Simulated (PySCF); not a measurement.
# Spin–spin coupling constants

Bonds (- single, = double, # triple, : aromatic): O1=C2 1.202 Å, C2-C3 1.524 Å, C3-C4 1.526 Å, C4-C5 1.535 Å, C5-C6 1.526 Å, C6-C2 1.524 Å. C3 carries H7, H8; C4 carries H9, H10; C5 carries H11, H12; C6 carries H13, H14.

Method: B3LYP/pcJ-1 (without the spin–dipole term)//PBE0-D3(BJ)/def2-SVP, PySCF 2.14; isolated molecule, single conformer, non-relativistic. Couplings are averaged over pairs made equivalent by symmetry, fast rotation or ring inversion, so a value needn't be that of the named pair in this geometry, while other rotamers aren't included; one pair stands for each set, and the list holds those of at least 1.5 Hz over up to four bonds, among pairs with at least one C or H atom (others weren't computed).

Isotopes: $^{13}$C, $^{1}$H, $^{17}$O. Couplings to quadrupolar nuclei such as 17O and 33S are rarely resolved in practice.

| pair | bonds | J (Hz) |
| --- | --- | --- |
| O1, C2 | 1 | 33.7 |
| C2, C3 | 1 | 38.9 |
| C3, C4 | 1 | 37.3 |
| C3, H7 | 1 | ? |
| C4, C5 | 1 | ? |
| C4, H9 | 1 | 136.7 |
| C2, C4 | 2 | 4.6 |
| C2, H7 | 2 | -5.7 |
| C3, C6 | 2 | 19.3 |
| C3, H9 | 2 | -2.7 |
| C4, H7 | 2 | ? |
| C4, H11 | 2 | ? |
| H7, H8 | 2 | ? |
| H9, H10 | 2 | -14.1 |
| C2, H9 | 3 | 5.3 |
| C3, H11 | 3 | 3.5 |
| C4, H13 | 3 | ? |
| H7, H9 | 3 | ? |
| H7, H10 | 3 | 9.4 |
| H9, H11 | 3 | 7.6 |
| H9, H12 | 3 | 7.0 |

Task: Estimate the withheld couplings, with signs.

Result: 
- $^{1}J$(C3,H7) = 136.7 Hz (mean over equivalent pairs that range from 129.8 to 143.7 Hz in this conformer)
- $^{1}J$(C4,C5) = 31.2 Hz (bond length 1.535 Å)
- $^{2}J$(C4,H7) = -2.1 Hz (mean over equivalent pairs that range from -3.9 to -0.3 Hz in this conformer)
- $^{2}J$(C4,H11) = -2.9 Hz
- $^{2}J$(H7,H8) = -20.9 Hz
- $^{3}J$(C4,H13) = 5.4 Hz (mean over equivalent pairs that range from 0.5 to 10.2 Hz in this conformer)
- $^{3}J$(H7,H9) = 7.7 Hz (mean over equivalent pairs that range from 0.5 to 15.0 Hz in this conformer)
